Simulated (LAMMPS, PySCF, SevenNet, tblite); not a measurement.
## How well does each level of theory give the lattice parameter a of rock-salt NaI?

Reference value: 6.409 Å (measured, low temperature, zero-point motion not removed; as tabulated in Doll and Stoll (1998), arXiv:cond-mat/9801031).

```
level (code)        value (Å)
------------------  ---------
EIM (LAMMPS)            6.455
GFN2-xTB (tblite)       6.829
IPEA1-xTB (tblite)      6.264
SevenNet-0              6.514
SevenNet-l3i5           6.535
PBE (PySCF)               ___
MP2 (PySCF)               ___
```

**Question.** Fill in the missing entries.

**Answer.** 
- PBE (PySCF), value (Å): 6.549 ± 0.02
- MP2 (PySCF), value (Å): 6.369 ± 0.03

Differences against the reference: EIM +0.72 %, GFN2-xTB +6.55 %, IPEA1-xTB -2.26 %, SevenNet-0 +1.64 %, SevenNet-l3i5 +1.97 %, PBE +2.18 %, MP2 -0.62 %.

Leaving aside IPEA1-xTB (doubt noted below): Once the reference is moved by up to 0.33 % (a margin picked here for doubts on the reference and the settings, and for temperature and zero-point motion) and values within 0.10 % count as equal, the nearest can be MP2 (-0.62 %) or EIM (+0.72 %). Farthest off among them: GFN2-xTB (+6.55 %).

The measured value isn't corrected to a static lattice, so vibrations enter the comparison. A static lattice is as a rule a little smaller than the measured one.  A ± on a computed value is a rough bar: the spread of its extrapolation, a floor set from checks against published values, or a statistical error. GFN2-xTB: the method was fitted mainly to molecules. GFN2-xTB, IPEA1-xTB: the run uses a supercell at the zone centre in place of a k mesh. IPEA1-xTB: this parameter set was refitted to ionisation energies, not structures.

Empirical potentials (EIM) are fitted to chosen data: where that held the value shown, agreement is built in, and what lay outside the fit can be far off. Machine-learned potentials (SevenNet-0, SevenNet-l3i5) are trained on DFT data: a solid inside that data is no test of them.

Differences are worked out from the printed values.
